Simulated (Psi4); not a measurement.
Reaction (SMILES): [SiH3]C (CH3-SiH3) + [H][H] (H2) → C (CH4) + [SiH4] (SiH4)
B3LYP-D3(BJ)/def2-TZVP geometries, fixed; electronic energies without zero-point terms.

Effect of the integral screening threshold at PBE/aug-cc-pV(T+d)Z with Psi4, against the last row, where the energy of full hydrogenation is -6.90 kcal/mol.

```
setting                largest shift of a total energy (mEh)  shift of the energy of full hydrogenation (kcal/mol)
---------------------  -------------------------------------  ----------------------------------------------------
ints_tolerance: 1e-6                                   0.001                                                 0.001
ints_tolerance: 1e-8                                   0.000                                                 0.000
ints_tolerance: 1e-10                                  0.000                                                 0.000
ints_tolerance: 1e-14                                  0.000                                                 0.000
```

Within 0.02 kcal/mol in the energy of full hydrogenation: ints_tolerance: 1e-6; ints_tolerance: 1e-8; ints_tolerance: 1e-10. The largest shift is 0.001 mEh in a total energy and 0.001 kcal/mol in the difference.
